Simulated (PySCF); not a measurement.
Computed properties of CH2, SMILES [CH2]

CH2, SMILES [CH2] (connectivity only; charge and spin as stated), neutral, multiplicity 1. Geometry optimised at B3LYP-D3(BJ)/def2-TZVPD. The isomer is the one that the SMILES or the coordinates give; other isomers of the formula were not compared. Other conformers were not sampled. All values are computed for the isolated molecule unless a solvent is named; none is compared with measurement here.

**Structure.** The optimised structure has C2v symmetry. All 3 harmonic modes at B3LYP-D3(BJ)/def2-TZVPD (PySCF) are real, so it is a minimum.

**Vibrations.** The strongest infrared lines (harmonic, unscaled, degenerate partners summed) lie at 2910 cm⁻¹ (77 km/mol, H 95 %), 2975 cm⁻¹ (68 km/mol, H 91 %, C 9 %), 1404 cm⁻¹ (2 km/mol, H 91 %, C 9 %). The softest mode is at 1404 cm⁻¹ and the zero-point energy is 10.4 kcal/mol.

**Electronic structure.** HF/def2-TZVPD (PySCF) places the frontier levels at -10.79 and 1.05 eV, a gap of 11.84 eV, and gives a dipole moment of 1.89 D and a mean polarisability of 15.4 bohr³.

**Excitations.** TDDFT-B3LYP/def2-TZVPD (PySCF) has S1 at 1.48 eV (840 nm, f = 0.003, weak); the most intense of the 10 singlets computed lies at 10.49 eV (f = 0.21).

**NMR.** GIAO shifts at B3LYP/pcSseg-2 (PySCF) (non-relativistic, atoms alike by connectivity averaged): ¹³C at 1434.5 ppm against TMS; ¹H at 60.5 ppm against TMS.
